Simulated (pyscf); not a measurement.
A first-order saddle from PySCF, ωB97X-D3(BJ)/def2-SVP:

```xyz
7

O     -0.3335     0.2349    -0.1838
Al    -1.6999    -0.7727    -0.2291
Cl    -1.4743    -2.7991     0.1376
Cl    -3.5515     0.0550    -0.6513
H      0.8082     0.3600    -0.0159
F      1.3520     1.4889    -0.1053
H      0.1223     1.2982    -0.2770
```

Surface: singlet, charge 0. Lowest wavenumbers (cm⁻¹): 2142i, 43, 62, 144, 232.

Problem. Which two sides does it connect, and which bonds change?

Solution. HO–Al(Cl)–Cl + HF <-> HO–Al(Cl)–Cl + HF, a four-centre exchange read from left to right: H–O, F–H broken and H–O, F–H formed. At CCSD(T)/def2-TZVPP + ΔMP2(QZVPP) it lies +36.8 kcal/mol from the left side and +36.8 kcal/mol from the right (each side as separated species at their lowest minima found). On the reactant side the descent ends in a bound adduct, 8.3 kcal/mol under the separated species and 42.2 kcal/mol under the saddle at ωB97X-D3(BJ)/def2-TZVP. On the product side the descent ends in a bound adduct, 8.3 kcal/mol under the separated species and 42.2 kcal/mol under the saddle at ωB97X-D3(BJ)/def2-TZVP. At ωB97X-D3(BJ)/def2-TZVP the barrier from the zero used here is 33.8 kcal/mol. One saddle was located; it need not be the lowest between these sides. The CCSD(T) − MP2 part came from Ansatz, without density fitting, on the same reference.
